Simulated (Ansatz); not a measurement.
**AsH2⁺, triplet: the ladder up to full CI**

Geometry: that of the AsH2, doublet, kept fixed. The singlet lies 1.4 eV lower here.

```xyz
3

As    0.0000   -0.0281    0.0000
H     0.0000    1.0445   -1.0859
H     0.0000    1.0445    1.0859
```

Basis cc-pVDZ; Ansatz 0.2.0. Correlated methods freeze the noble-gas cores and the filled d shells of p-block atoms, which leaves 6 electrons in 23 orbitals. R marks a restricted (for open shells ROHF) determinant, U an unrestricted one. Active spaces: valence = (6e, 6o) chosen from the atoms' valence shells. No spin–orbit coupling is included, and no scalar relativity.

Full CI is exact within this basis and frozen core; it isn't the basis-set limit. The frozen core follows each run's orbitals, which can shift R against U totals by a few meV for light atoms and by up to 0.1 eV past Ca.

For open shells CISD and CISDTQ are restricted-active-space CI with the open shells as a complete middle space.

The UHF ⟨S²⟩ is 2.005, the T1 diagnostic (RCCSD) is 0.0190 and the largest doubles amplitude (RCCSD) is 0.059.

```json
{"level": "RHF", "E − E(full CI) (kcal/mol)": "64.62", "share of correlation (%)": "0.00", "wall time": "–"}
{"level": "RMP2", "E − E(full CI) (kcal/mol)": "15.63", "share of correlation (%)": "75.82", "wall time": "–"}
{"level": "CISD", "E − E(full CI) (kcal/mol)": "3.04", "share of correlation (%)": "95.29", "wall time": "0.78 s"}
{"level": "RCCSD", "E − E(full CI) (kcal/mol)": "1.76", "share of correlation (%)": "97.27", "wall time": "–"}
{"level": "RCCSD(T)", "E − E(full CI) (kcal/mol)": "0.41", "share of correlation (%)": "99.37", "wall time": "1.3 s"}
{"level": "BCCD(T)", "E − E(full CI) (kcal/mol)": "0.41", "share of correlation (%)": "99.37", "wall time": "0.99 s"}
{"level": "RCCSDT", "E − E(full CI) (kcal/mol)": "0.01", "share of correlation (%)": "99.98", "wall time": "–"}
{"level": "CISDTQ", "E − E(full CI) (kcal/mol)": "0.02", "share of correlation (%)": "99.97", "wall time": "1.8 s"}
{"level": "RCCSDT(Q)", "E − E(full CI) (kcal/mol)": "-0.01", "share of correlation (%)": "100.02", "wall time": "3.5 s"}
{"level": "RCCSDTQ", "E − E(full CI) (kcal/mol)": "-0.02", "share of correlation (%)": "100.02", "wall time": "15 s"}
{"level": "CASSCF (valence space)", "E − E(full CI) (kcal/mol)": "40.14", "share of correlation (%)": "37.88", "wall time": "–"}
{"level": "NEVPT2 (valence space)", "E − E(full CI) (kcal/mol)": "10.68", "share of correlation (%)": "83.47", "wall time": "0.87 s"}
{"level": "MRCISD (valence space)", "E − E(full CI) (kcal/mol)": "1.40", "share of correlation (%)": "97.83", "wall time": "–"}
{"level": "MRCISD+Q (valence space)", "E − E(full CI) (kcal/mol)": "0.03", "share of correlation (%)": "99.95", "wall time": "1.2 s"}
{"level": "MRCISD+Q(relaxed) (valence space)", "E − E(full CI) (kcal/mol)": "-0.40", "share of correlation (%)": "100.63", "wall time": "1.4 s"}
```

The correlation energy at full CI, counted from RHF, is -2.802 eV. That run took 3.2 s on 1 thread of Arm Neoverse V1, shared host over 781,936 determinants.

Run but not shown, since their state, orbitals or frozen core can't be matched to the reference's or they repeat it: UHF, UMP2, UCCSD, UCCSD(T), UCCSDT, UCCSDT(Q).

Times hold each run's SCF and search for its determinant on a shared host, so for small cases they say little of a method's own cost; they ran on 1 thread of Arm Neoverse V1. Some runs computed forces too.

More than 5 meV below full CI, which no variational method can be: MRCISD+Q(relaxed) (valence space).

The full-CI state has the irrep B1 of C2v, in the program's axes.

Natural occupations of full CI about the gap: 1.958 1.937 0.998 0.990 0.035 0.028 0.009 0.008 0.008 0.006; effectively unpaired electrons, Σ n²(2−n)², 2.03.
